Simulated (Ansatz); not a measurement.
```yaml
crystal:
  periodic: [true, true, true]
  atoms:
    - {symbol: C, position_ang: [-1.093658, 0.804236, 0.196823]}
    - {symbol: C, position_ang: [0.094070, 0.214052, -0.254508]}
    - {symbol: C, position_ang: [0.654475, -0.888186, 0.264767]}
    - {symbol: O, position_ang: [1.802000, -1.517328, -0.167140]}
    - {symbol: H, position_ang: [-1.925431, 0.845653, -0.525659]}
    - {symbol: H, position_ang: [-1.491549, 0.370831, 1.120025]}
    - {symbol: H, position_ang: [-0.954283, 1.881228, 0.468081]}
    - {symbol: H, position_ang: [0.591051, 0.606548, -1.203748]}
    - {symbol: H, position_ang: [0.247506, -1.273291, 1.112576]}
    - {symbol: H, position_ang: [2.157633, -1.113349, -0.883705]}
basis:
  gaussian: {orbitals: aug-cc-pVTZ}
magnetization: {spin_polarized: true, initial_magnetization: 0}
hamiltonian: {xc: {name: CAM-B3LYP}}
```

```sh
$ ansatz run in.yaml --threads 2 --pin off --events-out ev --progress --plain --max-ram 4352MiB
```

(1) How does Ansatz answer? (Best estimate.)

## Answers

(1) The calculation gave: The input was rejected before any iteration.
```
Error: YAML parse error: error: line 2 column 3: crystal: missing field `lattice` (a structure is typed as `lattice` and `atoms`, a molecule's as `atoms` in Å alone, or read from a run's directory, `checkpoint`)
 --> <input>:2:3
  |
1 | crystal:
2 |   periodic: [true, true, true]
  |   ^ crystal: missing field `lattice` (a structure is typed as `lattice` and `atoms`, a molecule's as `atoms` in Å alone, or read from a run's directory, `checkpoint`)
3 |   atoms:
4 |     - {symbol: C, position_ang: [-1.093658, 0.804236, 0.196823]}
  |
```
